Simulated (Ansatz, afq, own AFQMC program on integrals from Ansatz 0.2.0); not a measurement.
Two steps: Ansatz 0.2.0 writes the Fock matrix and Cholesky factors of the valence space, and afq projects on them the lowest state that overlaps trial and start.

```yaml
crystal:
  periodic: [false, false, false]
  atoms:
    - {symbol: O, position_ang: [0.000000, 0.000000, 0.000000]}
    - {symbol: O, position_ang: [0.000000, 0.000000, 1.192820]}
basis:
  gaussian: {orbitals: 6-31G}
total_charge: 1
magnetization: {spin_polarized: true, initial_magnetization: 3}
correlation: {method: ccsd_t, electrons: outside_noble_gas, hamiltonian_folder: ham}
```

```sh
$ ansatz run in.yaml --threads 1 --pin off --events-out ev --progress --plain --max-ram 1843MiB
```

Options of the walk:

```
--method phaseless --trial cisd --walkers 180 --populations 1 --least-time 40 --time-step 0.005 --steps-per-block 50 --equilibration-blocks 28 --max-blocks 300 --target-error 0.0004 --factor-cut 1e-05 --start spin_pure --seed 4584 --release-times 0.24,0.5,1,1.5 --release-step 0.02 --release-every 4 --taylor-order 6
```

Times are imaginary, in 1/Eh. The walk had a cap of 514 s.

afq prints:

```
orbitals 16  electrons 7 4  factors 90 of 155
reference energy -148.99740839 Eh
CCSD correlation -0.16955937 Eh in 9 cycles, weight of the determinant in the CISD state 0.9389
energy of the start -149.166531 Eh
 block  time / (1/Eh)  mean weight  energy / Eh
     1     0.250  1.0000  -149.165517
     2     0.500  1.0000  -149.169535
     3     0.750  1.0002  -149.169331
     4     1.000  0.9989  -149.170423
     5     1.250  1.0005  -149.169097
     7     1.750  1.0000  -149.169764
     9     2.250  1.0001  -149.169024
    13     3.250  1.0016  -149.168400
    21     5.250  1.0005  -149.169262
    29     7.250  0.9998  -149.170436
    37     9.250  1.0001  -149.168418
    41    10.250  1.0013  -149.175534
    45    11.250  0.9995  -149.170038
    53    13.250  1.0002  -149.168246
    61    15.250  0.9998  -149.171242
    69    17.250  1.0006  -149.170584
    77    19.250  0.9994  -149.171724
    81    20.250  0.9955  -149.166400
    85    21.250  0.9999  -149.173442
    93    23.250  1.0013  -149.169382
   101    25.250  0.9997  -149.174226
   109    27.250  1.0003  -149.169089
   117    29.250  1.0009  -149.167976
   125    31.250  1.0000  -149.170136
   133    33.250  1.0015  -149.168978
   141    35.250  0.9998  -149.174014
   149    37.250  1.0005  -149.169327
   157    39.250  0.9985  -149.169593
   165    41.250  1.0016  -149.173276
   173    43.250  0.9995  -149.170240
   181    45.250  1.0001  -149.170116
   185    46.250  1.0008  -149.169486
blocks merged  error / Eh  count
     1  0.000163  160
     2  0.000185  80
     4  0.000204  40
     8  0.000218  20
    16  0.000219  10
released: time / (1/Eh)  energy / Eh  error  mean overlap
  0.24  -149.170858  0.000222  0.9943
  0.50  -149.171029  0.000164  0.9954
  1.00  -149.170871  0.000201  0.9954
  1.50  -149.171170  0.000204  0.9978
energy -149.170348 +/- 0.000218 Eh
(rows thinned)
```

The run passed its tests (sampling time, drift between the halves within three errors, error under three times the target), which doesn't prove that it has relaxed. The second half of the sampling lies above the first by 1.8 errors of their difference, so the energy may still be moving and its error bar be too small.

Against this walk (error 5.9 meV) on the same determinant: CCSD(T) 13.7 meV higher, CCSDT(Q) 17.6 meV lower, CCSDTQ 19.1 meV lower, full CI for this spin (own frozen core, lowest symmetry allowed) 18.3 meV lower. The error is statistical and leaves out the bias of the constraint. Released to 1.50 1/Eh the energy lies 22 ± 8 meV (both errors) below the phaseless value, which shows part or all of the bias of the constraint, and CCSDTQ lies 3.3 meV above the released value.

Cautions: constraint bias not in the error; lower spins were not checked.

The walk took 2.1 min on 1 thread of Arm Neoverse V1 (shared host). The log's last line is the phaseless energy.

CCSDT and higher add their correlation energy to the determinant of the CCSD(T) run, since their own runs factorise the integrals more tightly (a shift of under 2 meV). A walk keeps the symmetry of its determinant, which the program's search chose and which needn't be the lowest solution, so a lower state of the same spin and another symmetry isn't excluded.
